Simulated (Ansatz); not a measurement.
Reaction (atomization): `C[Si]C` → 2 C• + 6 H• + Si•

Program: Ansatz. Geometries: PBE0-D4/def2-TZVP. ΔE: electronic, gas phase. CCSD(T)/CBS is the MP2 limit (def2-TZVPP, def2-QZVPP) plus CCSD(T) − MP2 in def2-TZVPP, frozen cores. This one scheme is used for every species, atoms too. Functionals use def2-TZVPP. B3LYP here is the variant with VWN-RPA as its local correlation; programs differ in this. HSE06 is defined as in plane-wave codes. No spin–orbit coupling; open shells (•) take unrestricted orbitals. Spin–orbit coupling would lower the free atoms: a little for C, Si.

| level | ΔE (eV) | difference from CCSD(T)/CBS |
| --- | --- | --- |
| B97M-V | 33.29 | 0.16 |
| B3LYP-D4 | 33.18 | 0.05 |
| r2SCANh-D4 | 32.98 | -0.15 |
| HSE06-D4 | 33.16 | 0.03 |
| CAM-B3LYP-D4 | 33.24 | 0.11 |
| ωB97X-V | 33.17 | 0.04 |
| ωB97M-V | 33.29 | 0.16 |
| B2PLYP | 32.78 | -0.35 |
| r2SCAN | 33.06 | -0.07 |
| PBE0 | 33.01 | -0.12 |
| LC-ωPBE | 32.86 | -0.27 |
| HF/def2-SVP | 25.12 | -8.01 |
| HF/def2-TZVPP | 24.94 | -8.19 |
| CCSD/def2-TZVPP | 32.02 | -1.11 |
| MP2/def2-QZVPP | 32.87 | -0.26 |
| SCS-MP2/def2-QZVPP | 33.01 | -0.12 |
| CCSD(T)/CBS | 33.13 | 0 |

Largest T1 diagnostic among the species: 0.012.

From PBE to PBE0 (25 % exact exchange), in def2-TZVPP and without D4, ΔE moves by −0.30 eV: exact exchange takes away binding that semilocal exchange gives to molecules. In def2-TZVPP, CCSD(T) changes the Hartree–Fock value by +7.44 eV (the triples alone add +0.36 eV) and MP2 by +7.49 eV; breaking electron pairs costs correlation energy, which Hartree–Fock lacks.

For atomizations the MP2-based limit and the directly extrapolated one differ by several kJ/mol either way, and by 10 to 25 for some Ge, Se and Sn compounds, so smaller differences from it don't rank the levels.
